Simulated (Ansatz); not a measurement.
in.yaml

```yaml
crystal:
  periodic: [false, false, false]
  atoms:
    - {symbol: N, position_ang: [-0.031501, 0.000001, 0.775533]}
    - {symbol: C, position_ang: [0.070814, -0.000001, -0.703585]}
    - {symbol: H, position_ang: [-0.203041, -0.930186, -1.196548]}
    - {symbol: H, position_ang: [-0.203042, 0.930183, -1.196550]}
basis:
  gaussian: {orbitals: cc-pVDZ}
total_charge: 1
magnetization: {spin_polarized: true, initial_magnetization: 2}
hamiltonian: {xc: hf}
output: {forces: true, orbitals: {seedname: orbitals}}
```

```sh
$ ansatz run in.yaml --threads 1 --pin off --events-out ev --progress --plain --max-ram 2393MiB
```

The program prints:

```
355 factors; integrals over basis functions are off by at most 1.1e-3 eV
mean field evaluation 1: about -2529.7998 eV, gradient 1.3e1 eV
mean field evaluation 2: about -2529.8006 eV, gradient 1.3e1 eV
mean field evaluation 4: about -2531.2436 eV, gradient 2.7e0 eV
mean field evaluation 8: about -2531.3616 eV, gradient 1.3e-1 eV
mean field evaluation 16: about -2530.3190 eV, gradient 1.9e0 eV
mean field evaluation 32: about -2531.0072 eV, gradient 5.2e0 eV
mean field -2531.36235888 eV, -93.0258508699 hartree, gradient 2.3e-5 eV, S^2 2.013292; 0 other end points of the search recorded, 0 dependent functions left out
the calculation of the forces begins
reference -2531.36235888 eV, -93.0258508699 hartree; 8, 6 occupied and 30, 32 virtual orbitals, 355 factors
Total energy: -2531.36235888 eV, -93.0258508699 hartree
Atom 0 at    -0.031501     0.000001     0.775533 Å, force     1.088577    -0.000004    -3.607160 eV/Å
Atom 1 at     0.070814    -0.000001    -0.703585 Å, force    -3.317452     0.000003     4.126812 eV/Å
Atom 2 at    -0.203041    -0.930186    -1.196548 Å, force     1.114438    -0.474292    -0.259826 eV/Å
Atom 3 at    -0.203042     0.930183    -1.196550 Å, force     1.114437     0.474293    -0.259827 eV/Å
Dipole moment:     0.041742    -0.000001    -0.718231 e Å
```

Forces (eV/Å):
```
N    1.089  0.000 -3.607
C   -3.317  0.000  4.127
H    1.114 -0.474 -0.260
H    1.114  0.474 -0.260
```

Ran on 1 thread of Arm Neoverse V2, shared host: 0.24 s wall, 0.2 GiB peak host memory.
